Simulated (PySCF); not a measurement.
**Name the molecule from its bond curve**

A diatomic of charge -1 contains O. Its singlet curve at CAM-B3LYP in a double-zeta basis (no relativity, PySCF), in eV from the separated fragments:

| R (Å) | E (eV) |
| --- | --- |
| 0.832 | -4.171 |
| 0.870 | -4.517 |
| 0.909 | -4.717 |
| 0.938 | -4.791 |
| 0.967 | -4.813 |
| 0.996 | -4.793 |
| 1.035 | -4.714 |
| 1.083 | -4.553 |
| 1.141 | -4.295 |
| 1.218 | -3.890 |

The fit gives ωe = 3792 cm⁻¹ and the rotational constant Bₑ = 19.03 cm⁻¹.

Question: Which atom is the partner?

Answer: The minimum lies at 0.967 Å, so the reduced mass is 16.8576 u Å² cm⁻¹/(Bₑ·Re²) = 0.9473 u. With O at 15.99 u the partner weighs about 1.0 u: H. The molecule is OH⁻.
